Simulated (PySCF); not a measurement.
Species: LiF.
Z-matrix (Å and degrees, PBE0-D3(BJ)/def2-SVP geometry), rows numbered from 1:
```
Li
F   1  1.5331
```

Method used: PySCF, PBE0-D3(BJ)/def2-SVP geometry optimisation, gas phase.

Take the most abundant isotopes and a rigid rotor. 

Task: What are the moment of inertia and the rotational constant?

Result: I = 12.042 u·Å², B = 505379 MHz·u·Å²/I = 41967 MHz (1.3999 cm⁻¹, or 2.014 K as hB/k). For two atoms I = μr² with μ = 5.1238 u and r = 1.5331 Å.

Task: List the first levels of a rigid rotor in a Σ state.

Result: E(J) = BJ(J+1): J = 1: 2.800, J = 2: 8.399, J = 3: 16.799, J = 4: 27.998, J = 5: 41.996, J = 6: 58.795 cm⁻¹.

Task: Where do the first rotational lines fall?

Result: The dipole is 5.54 D; J+1 ← J lies at 2B(J+1): 1 ← 0 at 83.93 GHz, 2 ← 1 at 167.87 GHz, 3 ← 2 at 251.80 GHz, 4 ← 3 at 335.74 GHz, 5 ← 4 at 419.67 GHz, 6 ← 5 at 503.61 GHz.

No frequency check. No vibrational averaging or centrifugal distortion is included, and the geometry carries the error of its method.
